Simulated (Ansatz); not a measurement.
## BN, quintet: the ladder up to UCCSDT(Q)

Geometry: that of the BN, triplet, kept fixed. The triplet lies 4.9 eV lower here.

```csv
atom,x (Å),y (Å),z (Å)
B,0.0000,0.0000,0.0000
N,0.0000,0.0000,1.3155
```

Basis cc-pVTZ; Ansatz 0.2.0. Only valence electrons are correlated (noble-gas cores frozen), which leaves 8 electrons in 58 orbitals. Prefix R: restricted or restricted open-shell reference; prefix U: unrestricted. Active spaces: valence = (8e, 8o) chosen from the atoms' valence shells.

Full CI isn't at hand for all of this; UCCSDT(Q) serves as the reference, and is uncertain by the last step of the cluster series or more. The frozen core follows each run's orbitals, which can shift R against U totals by a few meV.

For open shells CISD is restricted-active-space CI with the open shells as a complete middle space.

The UHF ⟨S²⟩ is 6.009, the T1 diagnostic (RCCSD) is 0.0209 and the largest doubles amplitude (RCCSD) is 0.030. The T1 diagnostic (UCCSD) is 0.0184.

```csv
level,E − E(RHF) (eV)
UHF,-0.1544
RMP2,-4.4340
UMP2,-4.4182
RCCSD,-5.0356
UCCSD,-5.0403
RCCSD(T),-5.1892
UCCSD(T),-5.1916
```

Problem. Estimate how far UCCSDT(Q) in cc-pVTZ lies from RCCSD(T). The table doesn't fix it; the size of (T) and the diagnostics are the guide.

Solution. UCCSDT(Q) in cc-pVTZ lies 2.8 kJ/mol below RCCSD(T), which is 19 % of the (T) step (-14.8 kJ/mol). The diagnostics are small and one determinant leads, so the series closes fast and only a small part of (T) is left.

The other levels:

```tsv
level	E − E(UCCSDT(Q)) (kJ/mol)	share of correlation (%)	wall time
CISD	29.7	94.09	8.5 s
BCCD(T)	2.9	99.42	3.4 s
RCCSDT	0.7	99.85	–
UCCSDT	0.5	99.90	–
RCCSDT(Q)	0.3	99.94	44 s
CASSCF (valence space)	412.6	18.07	–
NEVPT2 (valence space)	78.2	84.47	1.6 s
MRCISD (valence space)	22.9	95.46	–
MRCISD+Q (valence space)	3.7	99.26	4.3 s
```

The correlation energy at UCCSDT(Q), counted from RHF, is -5.219 eV. That run took 39 s on 1 thread of AMD EPYC 7B13, shared host.

Times hold each run's SCF and search for its determinant on a shared host, so for small cases they say little of a method's own cost; they ran on 1 thread of AMD EPYC 7B13. Some runs computed forces too.

Natural occupations of CASSCF (valence space) about the gap: 1.989 1.981 1.001 1.000 0.999 0.999 0.016 0.015; effectively unpaired electrons, Σ n²(2−n)², 4.00.
